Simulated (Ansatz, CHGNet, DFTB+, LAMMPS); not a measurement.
**How well does each level of theory give the longitudinal phonon frequency at L of fcc Pt?**

Reference value: 195 cm⁻¹ (measured, 90 K, zero-point motion not removed; as tabulated in A. Dal Corso, Phys. Rev. B 76, 054308 (2007)).

```tsv
level (code)	value (cm⁻¹)	cell (Å³/atom)
MEAM library.meam-Pt (LAMMPS)	186	15.06
GFN1-xTB as cut by DFTB+	154	17.33
CHGNet 0.3.0	133	15.72
LDA (Ansatz)	203	14.76
PBE (Ansatz)	185	15.64
PBEsol (Ansatz)	___	15.04
r²SCAN (Ansatz)	___	15.29
```

Q: What belongs in the gaps?

A: 
- PBEsol (Ansatz, a first-principles code), value (cm⁻¹): 198
- r²SCAN (Ansatz), value (cm⁻¹): 192

Differences against the reference: MEAM library.meam-Pt -4.6 %, GFN1-xTB as cut by DFTB+ -21 %, CHGNet 0.3.0 -32 %, LDA +4.1 %, PBE -5.1 %, PBEsol +1.5 %, r²SCAN -1.5 %.

Leaving aside GFN1-xTB as cut by DFTB+ (imaginary modes in this run): Once the reference is moved by up to 3.0 % (a margin picked here for doubts on the reference and the settings, and for temperature and zero-point motion) and values within 1.0 % count as equal, the nearest can be PBEsol (+1.5 %), r²SCAN (-1.5 %), LDA (+4.1 %), MEAM library.meam-Pt (-4.6 %) or PBE (-5.1 %). Farthest off among them: CHGNet 0.3.0 (-32 %). Within 10 %: MEAM library.meam-Pt, LDA, PBE, PBEsol, r²SCAN.

The measured value isn't corrected to a static lattice, so vibrations enter the comparison. The crystal itself was run without spin with LDA, PBE, PBEsol, r²SCAN; a magnetic state was not tried in these runs. Density-functional levels without +SOC have no spin–orbit coupling. GFN1-xTB as cut by DFTB+: the method was fitted mainly to molecules. GFN1-xTB as cut by DFTB+: codes differ in how they cut the long-range tail of xTB's charge interaction in a crystal, so the value belongs to this code. Each level is taken at its own relaxed cell. Cutoffs differ between the levels. Ansatz's density-functional and Hartree–Fock values are scalar-relativistic unless marked +SOC, with PAW data made under PBE.

Empirical potentials (MEAM library.meam-Pt) are fitted to chosen data: where that held the value shown, agreement is built in, and what lay outside the fit can be far off. Machine-learned potentials (CHGNet 0.3.0) are trained on DFT data: a solid inside that data is no test of them.

Differences are worked out from the printed values.
